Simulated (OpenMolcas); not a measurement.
# [SiH3]+ (SMILES [SiH3+]) at 6 levels

Wanted: a comparison of 6 runs (HF/6-31G, B2PLYP/6-31G, PBE/6-31G, PBE0/6-31G, r2SCAN/6-31G, ACPF/6-31G) of [SiH3]+. 

The results are computed with OpenMolcas 26.06.

1 further run of the same task is left out (set aside as unsound or not needed).

### 1 The structure to begin with

[SiH3]+ has 4 atoms, charge +1, and is taken as a singlet. As SMILES, `[SiH3+]`. Geometry: relaxed at PBE0-D4/def2-TZVP.

Bond lengths: Si1–H2 1.472 Å, Si1–H3 1.472 Å, Si1–H4 1.472 Å. Angles: H2–Si1–H3 120.0°, H2–Si1–H4 120.0°, H3–Si1–H4 120.0°.

### 2 The energy at HF/6-31G (run 1)

The input, mol.input:

```
&gateway
 baslib=$CurrDir
 coord
 4
 angstrom
 Si       0.000000       0.000000       0.000000
 H        0.686900       0.675400       1.113000
 H       -0.118400      -1.467200      -0.009900
 H       -0.568500       0.791700      -1.103100
 basis=6-31G
 group=NoSym

&seward

&scf
 charge=1
 thresholds=1e-10 1e-07 1e-07 1e-05
 prorbitals=1 1
```

The basis set 6-31G is read from a file made from the Basis Set Exchange's data (not shown).

Started as:

```console
$ export MOLCAS_MEM=1860
$ pymolcas mol.input > mol.log
```

Standard output:

```text
--- Start Module: gateway ---
[...]
--- Stop Module: gateway /rc=_RC_ALL_IS_WELL_ ---
--- Start Module: seward ---
[...]
      Basis functions           19
--- Stop Module: seward /rc=_RC_ALL_IS_WELL_ ---
--- Start Module: scf ---
[...]
       Convergence after  12 Iterations
[...]
::    Total SCF energy                               -290.2864961990
[...]
      Total spin, S                                     0.0000000000
[...]
      Total electronic charge=   16.000000
      Total            charge=    1.000000
[...]
      Dipole Moment (debye):
      Origin of the operator (angstrom)=   -0.0000   -0.0000   -0.0000
                   X= -4.2993E-06               Y=  1.1252E-04               Z= -1.0940E-05           Total=  1.1313E-04
      Center of Charge (angstrom)
[...]
--- Stop Module: scf /rc=_RC_ALL_IS_WELL_ ---
[...]
```

Wall time 1.7 s (1 thread of Arm Neoverse V1, shared host); peak memory 0.37 GiB.

### 3 A single-point energy at B2PLYP/6-31G (run 2)

The input, mol.input:

```
* H3Si Kohn-Sham DFT

&GATEWAY
 BASLIB=$CurrDir
 COORD
 4
 angstrom
 Si       0.000000       0.000000       0.000000
 H        0.686900       0.675400       1.113000
 H       -0.118400      -1.467200      -0.009900
 H       -0.568500       0.791700      -1.103100
 BASIS=6-31G
 GROUP=NoSym

&SEWARD
 GRIDINPUT
 Grid=UltraFine
 End of Grid

&SCF
 CHARGE=1
 KSDFT=B2PLYP_SCF
 THRESHOLDS=1e-10 1e-07 1e-07 1e-05
 PRORBITALS=1 1

&MBPT2
 FROZEN=5
```

The basis set 6-31G is read from a file made from the Basis Set Exchange's data (not shown).

Started as:

```console
$ export MOLCAS_MEM=1860
$ pymolcas mol.input > mol.log
```

Standard output:

```text
--- Start Module: gateway ---
[...]
--- Stop Module: gateway /rc=_RC_ALL_IS_WELL_ ---
[...]
      Basis functions           19
[...]
--- Start Module: scf ---
[...]
       Convergence after  10 Iterations
[...]
::    Total KS-DFT energy                            -290.7180268215
[...]
      Total spin, S                                     0.0000000000
[...]
      Total electronic charge=   16.000000
      Total            charge=    1.000000
[...]
      Dipole Moment (debye):
      Origin of the operator (angstrom)=   -0.0000   -0.0000   -0.0000
                   X= -4.1055E-06               Y=  9.6400E-05               Z= -1.0578E-05           Total=  9.7066E-05
      Center of Charge (angstrom)
[...]
--- Stop Module: scf /rc=_RC_ALL_IS_WELL_ ---
[...]
--- Start Module: mbpt2 ---
[...]
 ###    WARNING: MP2 implementation intended for RHF references only         ###
 ###############################################################################
MBPT2 WARNING: Reference function according to RunFile:KS-DFT
I'll assume you know what you're doing and continue
WARNING!
Default frozen orbitals as non valence orbitals is overwritten by user input.
Default values:   2
[...]
       Reference weight ( Cref**2 )         =        0.96393
::    Total MBPT2 energy                             -290.7770364402
[...]
      Total MBPT2 calculations                           0.04      0.04
--- Stop Module: mbpt2 /rc=_RC_ALL_IS_WELL_ ---
[...]
```

Wall time 3.9 s (1 thread of Arm Neoverse V1, shared host); peak memory 0.37 GiB.

Runs 3 to 5 aren't shown in full; the table further down has their settings and results.

### 4 The energy at ACPF/6-31G (run 6)

The input, mol.inp:

```
>>> EXPORT MOLCAS_PRINT=2
&GATEWAY
BasLib=$CurrDir
Coord
4
angstrom
Si       0.000000       0.000000       0.000000
H        0.686900       0.675400       1.113000
H       -0.118400      -1.467200      -0.009900
H       -0.568500       0.791700      -1.103100
Basis=6-31G
Group=NoSym
&SEWARD
&SCF
Charge=1
Thresholds=1e-10 1e-07 1e-07 1e-05
PrOrbitals=1 1
&MOTRA
Frozen=5
&GUGA
Electrons=6
Spin=1
Inactive=3
Active=0
CIAll=1
&CPF
ACPF
```

The basis set 6-31G is read from a file made from the Basis Set Exchange's data (not shown).

Started as:

```console
$ export MOLCAS_MEM=1860
$ pymolcas mol.inp > mol.log
```

Standard output:

```text
--- Start Module: gateway ---
[...]
--- Stop Module: gateway /rc=_RC_ALL_IS_WELL_ ---
[...]
      Basis functions           19
[...]
       Convergence after  12 Iterations
[...]
::    Total SCF energy                               -290.2864961990
[...]
      Total spin, S                                     0.0000000000
[...]
      *** WARNING: Default frozen orbitals is overwritten by user input.
      *** Default values:   2
[...]
--- Start Module: guga ---
[...]
--- Stop Module: guga /rc=_RC_ALL_IS_WELL_ ---
--- Start Module: cpf ---
[...]
      Active orbitals                            0       0
[...]
      Spin quantum number                      0.0
[...]
     FINAL ACPF ENERGY        -290.35196196
     FINAL CORRELATION ENERGY   -0.06546576  REFERENCE ENERGY    -290.28649620
[...]
      Title:  ACPF natural orbitals
[...]
      Total electronic charge=   16.000000
      Total            charge=    1.000000
[...]
      Dipole Moment (debye):
      Origin of the operator (angstrom)=   -0.0000   -0.0000   -0.0000
                   X= -4.6927E-06               Y=  7.4912E-05               Z= -8.9371E-06           Total=  7.5589E-05
      Quadrupole Moment (debye*angstrom):
[...]
--- Stop Module: cpf /rc=_RC_ALL_IS_WELL_ ---
[...]
```

Run time: 1.9 s. Hardware: 1 thread of Arm Neoverse V1, shared host; peak memory 0.37 GiB.

### 5 Overview of the runs

```tsv
run	level	frozen core orbitals	integration grid	energy (Eh)	HOMO energy (eV)	LUMO energy (eV)	HOMO–LUMO gap (eV)	wall time
1	HF/6-31G	–	–	-290.286496	-20.98	-6.87	14.11	1.7 s
2	B2PLYP/6-31G	5	UltraFine	-290.733959	-19.02	-9.08	9.94	3.9 s
3	PBE/6-31G	–	UltraFine	-290.722449	-16.51	-11.43	5.08	3.9 s
4	PBE0/6-31G	–	UltraFine	-290.751664	-17.84	-10.43	7.41	4.2 s
5	r2SCAN/6-31G	–	UltraFine	-290.846982	-16.87	-11.08	5.79	5.1 s
6	ACPF/6-31G	5	–	-290.351962	-20.98	-6.87	14.11	1.9 s
```

### 6 Summary of results

| quantity | value |
| --- | --- |
| run 6: total energy | -290.35196 Eh |
| run 6: HOMO energy (Hartree–Fock orbitals) | -20.98 eV |
| run 6: LUMO energy (Hartree–Fock orbitals) | -6.87 eV |
| run 6: HOMO–LUMO gap (Hartree–Fock orbitals) | 14.11 eV |
| run 6: correlation energy (5 core orbitals frozen) | -65.5 mEh |

**Reading.** Over runs 1, 2, 3, 4, 5 the HOMO–LUMO gap runs from 5.08 eV (PBE/6-31G) to 14.11 eV (HF/6-31G). Exact exchange widens orbital gaps. For B2PLYP the log adds the whole second-order term; the table takes 0.27 of it, as the functional is defined. Totals of different functionals can't be ranked against each other. All runs together took 21 s, the longest 5.1 s.
